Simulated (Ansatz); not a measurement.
# BH2O2− (SMILES [O-]BO): one structure at several levels

How do the functionals fare away from a minimum? The structure is a structure displaced at random from a GFN2-xTB minimum.

Program: Ansatz 0.2.0, Gaussian basis. Level of theory: single points in def2-TZVPPD. These are calculated values, not measurements.

Cores are frozen in the correlated methods. B3LYP uses VWN-RPA correlation.

**1. The system as given**

SMILES `[O-]BO`, 5 atoms, charge -1, spin multiplicity 1.

Atoms are counted from 1 here; the program's logs count them from 0.

Bond lengths: O1–B2 1.279 Å, B2–O3 1.448 Å, B2–H4 1.136 Å, O3–H5 0.946 Å. Angles: O1–B2–O3 125.7°, O1–B2–H4 123.0°, O3–B2–H4 111.1°, B2–O3–H5 110.6°.

As a file:

```tsv
atom	x (Å)	y (Å)	z (Å)
O1	-0.19590	-1.41740	-0.26960
B2	-0.40830	-0.15960	-0.17980
O3	0.55870	0.83360	0.24030
H4	-1.37530	0.32960	-0.51930
H5	1.20670	0.44640	0.80990
```

**2. CCSD(T)/def2-TZVPPD**

File run/in.yaml:

```yaml
crystal:
  periodic: [false, false, false]
  atoms:
    - {symbol: O, position_ang: [-0.195900, -1.417400, -0.269600]}
    - {symbol: B, position_ang: [-0.408300, -0.159600, -0.179800]}
    - {symbol: O, position_ang: [0.558700, 0.833600, 0.240300]}
    - {symbol: H, position_ang: [-1.375300, 0.329600, -0.519300]}
    - {symbol: H, position_ang: [1.206700, 0.446400, 0.809900]}
basis:
  gaussian: {orbitals: "def2-TZVPPD.json"}
total_charge: -1
correlation: {method: ccsd_t}
output: {forces: true}
```

The basis file named in the input lies beside it (Basis Set Exchange, JSON).

The command line of these runs was not kept.

**3. PBE0-D4/def2-TZVPPD**

run/in.yaml, as its differences from that of step 2:

```diff
@@ -11,3 +11,3 @@
 total_charge: -1
-correlation: {method: ccsd_t}
-output: {forces: true}
+hamiltonian: {xc: pbe0, dispersion: d4}
+output: {forces: true, orbitals: {seedname: orbitals}}
```

**4. wB97M-V/def2-TZVPPD**

run/in.yaml, as its differences from that of step 3:

```diff
@@ -11,3 +11,3 @@
 total_charge: -1
-hamiltonian: {xc: pbe0, dispersion: d4}
-output: {forces: true, orbitals: {seedname: orbitals}}
+hamiltonian: {xc: {name: wB97M-V}}
+output: {forces: true}
```

**5. r2SCAN-D4/def2-TZVPPD**

run/in.yaml, as its differences from that of step 4:

```diff
@@ -11,3 +11,3 @@
 total_charge: -1
-hamiltonian: {xc: {name: wB97M-V}}
+hamiltonian: {xc: r2scan, dispersion: d4}
 output: {forces: true}
```

**6. PBE-D4/def2-TZVPPD**

run/in.yaml, as its differences from that of step 5:

```diff
@@ -11,3 +11,3 @@
 total_charge: -1
-hamiltonian: {xc: r2scan, dispersion: d4}
+hamiltonian: {xc: pbe, dispersion: d4}
 output: {forces: true}
```

**7. BHLYP-D4/def2-TZVPPD**

run/in.yaml, as its differences from that of step 6:

```diff
@@ -11,3 +11,3 @@
 total_charge: -1
-hamiltonian: {xc: pbe, dispersion: d4}
+hamiltonian: {xc: {name: BHLYP}, dispersion: d4}
 output: {forces: true}
```

**8. B3LYP-D4/def2-TZVPPD**

run/in.yaml, as its differences from that of step 7:

```diff
@@ -11,3 +11,3 @@
 total_charge: -1
-hamiltonian: {xc: {name: BHLYP}, dispersion: d4}
+hamiltonian: {xc: {name: B3LYP}, dispersion: d4}
 output: {forces: true}
```

(Steps that only read results are left out.)

Before running it: what results should come out? Wanted: RMS force component; RMS force error; HOMO and LUMO, PBE0-D4; T1 diagnostic.

As calculated:

```
              quantity                                                                                             value
   RMS force component                                                              0.872 to 1.070 eV/Å over the methods
       RMS force error  PBE0-D4 0.235, wB97M-V 0.173, r2SCAN-D4 0.150, PBE-D4 0.200, BHLYP-D4 0.470, B3LYP-D4 0.169 eV/Å
HOMO and LUMO, PBE0-D4                                                                                 -0.59 and 4.00 eV
         T1 diagnostic                                                                                             0.018
```

The forces of r2SCAN-D4 come nearest to CCSD(T), those of BHLYP-D4 are farthest. Frozen-core CCSD(T) forces in triple zeta carry basis errors of their own, and this is one geometry, so small gaps rank nothing.
